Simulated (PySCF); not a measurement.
# Structure from 2D NMR

Compound of formula C4H4O2. Correlations simulated from computed shifts and the bond graph:

HSQC (one-bond C–H):
```
  δH     δC
7.75  164.6
6.30  134.2
4.81   75.6
```

COSY cross peaks (H two or three bonds apart, from the bond graph; peaks can be absent where the dihedral angle is near 90°):
```
  δH    δH
7.75  6.30
7.75  4.81
```

HMBC (two and three bonds, from the bond graph):
```
  δH                   δC
7.75   180.4, 134.2, 75.6
6.30   180.4, 164.6, 75.6
4.81  180.4, 164.6, 134.2
```

Carbons without hydrogens: δ 180.4.

[PySCF: PBE0/pcSseg-2 with gauge-including orbitals; geometry from PBE0-D3(BJ)/def2-TZVP; gas phase; averaged over atoms made equivalent by symmetry, fast rotation or ring inversion; one computed conformer; no relativistic terms]

Scale: ¹H (σref 31.52) and ¹³C (σref 186.03) vs TMS (reference shieldings calculated alike).

Exchangeable hydrogens are left out of these lists.

Task: Work out the connectivity.

Result: 2(5H)-Furanone (C1C=CC(=O)O1).

Numbering as in the mapped SMILES `[O:1]=[C:2]1[CH:3]=[CH:4][CH2:5][O:6]1`. Each H is labelled by its parent atom.

1. δC 180.4 is C2, an ester carbonyl carbon.
2. δC 164.6 is C4, a β carbon of a C=C–C=O unit (δH 7.75).
3. δC 134.2 is C3, an α carbon of a C=C–C=O unit (δH 6.30).
4. δC 75.6 is C5, an allylic sp3 CH2 bonded to O (δH 4.81).
5. HMBC from δH 7.75 reaches the proton-free carbon C2.
6. HMBC from δH 6.30 reaches the proton-free carbon C2.
7. HMBC from δH 4.81 reaches the proton-free carbon C2.
8. COSY links 7.75–6.30, 7.75–4.81.

The shifts were computed for this structure.

Shifts are as computed. Against solution values, carbons near 30 ppm lie about +3 ppm off and those near 130 ppm about +9 ppm. Of 1211 compounds with measured shifts, 218 miss one by over three times the rms of a fit or turn the order of signals round; such compounds aren't used in these exercises.
